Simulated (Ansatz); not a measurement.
# Relaxing IrOs

Level of theory: DFT r2SCAN, scalar-relativistic, plane waves, PAW in Ansatz 0.2.0.

The start is a database structure of IrOs, space group P-6m2 (No. 187).

The final relaxation ran on this input, with the default PAW datasets:

```yaml
crystal:
  lattice:
    - [2.7436214815, 0.0, 0.0]
    - [-1.3718107407, 2.3760459013, 0.0]
    - [0.0, 0.0, 4.36088301]
  atoms:
    - { symbol: Os, position: [0.33333333, 0.66666667, 0.0] }
    - { symbol: Ir, position: [0.66666667, 0.33333333, 0.5] }
basis:
  ecutwfc: 500
kpoints:
  mp_grid: { grid: [24, 24, 14] }
hamiltonian:
  xc: r2scan
scf:
  occupations: { method: gaussian, width: 0.1 }
output:
  forces: true
  stress: true
  eigenvalues: true
  write_density: true
  write_potential: true
  elf: true
  volumetric_format: npy
relax:
  adjacent_minimum: "off"
  f_tol: 0.01
  max_steps: 80
  cell: { stress_tol: 0.05 }
```

Launched as:

```bash
ansatz run input.yaml --threads 1 --pin off --max-ram 3072MiB --backend cpu --events-out ev --progress --plain --runs-dir out
```

It took 4.6 min on 1 thread of Arm Neoverse V2, with other jobs on the host, peak memory 0.73 GiB.

End of the output:

```
SCF converged after 6 iterations
Free energy (F): -23346.293192 eV
Harris-Foulkes:  -23346.293192 eV  (|F-HF|=3.64e-12)
Internal energy: -23346.287336 eV  (E = F + TS)
E sigma→0 (E₀):  -23346.290264 eV
Entropy (-TS):   -0.005856 eV (-2.928 meV/atom)
Fermi energy:    25.867949 eV
--- Per-component energies (eV) ---
  E_band       = -185.071185
  E_kinetic    = 1186.768109
  E_local      = -1860.437848  (includes V_loc(G=0)·N_el)
  E_nonlocal   = 72.046595
  E_hartree    = 740.816339
  E_xc         = -508.569083
  E_vxc        = -648.008782  (∫ρ·V_xc dr)
  E_paw        = -18288.594197  (= ΣΔE_a)
  E_vpaw       = -456.163858  (= ΣTr[D̂ρ^β])
  E_aug_tail   = -0.000167  (compensation charges beyond the density's cutoff)
  E_vtau       = 39.092101  (kinetic-family band-sum trace: ∫τ·v_τ [+ j·A + Jᵃ·Aᵃ] dr)
  E_ewald      = -4687.615178
  E_core_change = -0.701906  (= ΣΔE_core)
  E_smearing   = -0.005856  (= −TS)
  E_closure    = 0.000000  (closes the sum)
  Σ components = -23346.293192   (vs F -23346.293192, Δ=0.00e0)
--- Forces (eV/Å), atoms counted from 1 ---
  atom   1  Os     0.00000000     0.00000000     0.00000000
  atom   2  Ir     0.00000000     0.00000000     0.00000000
  max |Σ_I F_I| component: 3.70e-17 eV/Å
--- Stress (GPa, compression-positive) ---
       -0.003725       0.000000       0.000000
        0.000000      -0.003725       0.000000
        0.000000       0.000000       0.005753
  P = ⅓ Tr σ = -0.0006 GPa (-0.006 kbar)
--- Relaxed structure (4 steps of the walk, 3 accepted, 1 SCFs on fresh bases) ---
  F+E_penalty+E_count = -23346.29319178 eV   max|allowed force component| = 5.551e-17 eV/Å   (the final SCF, on the basis selected at the relaxed cell)
  cell:  # Å, volume = 28.2068 Å³
    - [2.734570, 0.000000, 0.0]
    - [-1.367285, 2.368207, 0.0]
    - [0.0, 0.0, 4.355567]
  atoms:
    - { symbol: Os, position: [0.333333, 0.666667, 0.0] }
    - { symbol: Ir, position: [0.666667, 0.333333, 0.500000] }
```

Absolute energies hang on the potentials; compare differences alone.

The result has space group P-6m2 (No. 187). Os is coordinated by 6 Ir at 2.69 Å and 6 Os at 2.73 Å; Ir has 6 Os at 2.69 Å and 6 Ir at 2.73 Å.

Against the elements it lies at 0.03 eV/atom. The zero of energy is the elements' standard structures at the same level; no fitted shifts are applied.

The k mesh leaves about 4 meV/atom of noise in metals. Spin–orbit coupling is left out.

Symmetry constrained the relaxation, so the result can be a saddle point.